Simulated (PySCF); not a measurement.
## Nonlinear optical response: `C1=C(C=S)C1=O`, C4H2OS

Geometry (Å), atoms numbered from 1 in this order:
```xyz
8

O    -1.536    1.899   -0.382
C    -1.154    0.801   -0.163
C    -1.210   -0.549    0.183
C     0.038   -0.100   -0.102
C     1.426   -0.208   -0.135
S     2.292   -0.361    1.245
H    -1.775   -1.422    0.415
H     1.930   -0.051   -1.085
```

Level of theory: quadratic response BHandHLYP/def2-SVPD first hyperpolarisability, Taylor convention, gas phase in PySCF. Geometry: GFN2-xTB.

**Question.** Give β for the processes computed.

**Answer.** In au, Taylor convention; the vector part is βᵢ = ⅓ Σⱼ (βᵢⱼⱼ + βⱼᵢⱼ + βⱼⱼᵢ); β∥ is 3/5 of the vector part along the dipole, the dipole points from − to +:
```csv
process,λ (nm),β vector norm,β∥,β HRS,depolarisation ratio
"static β(0;0,0)",∞,954.1,-161.3,382.8,5.60
"Pockels β(−ω;ω,0)",1064,1074.2,-177.2,–,–
```

Second harmonics within 0.3 eV of the first excitation or beyond it are left out.

**Question.** Which lowest excitations, dipole and polarisabilities go with it?

**Answer.** S1 2.30 eV (f = 0.000); S2 3.91 eV (f = 0.100); S3 5.01 eV (f = 0.016); dipole 3.44 D; isotropic α 72.8 au static, 74.2 au at 1064 nm.
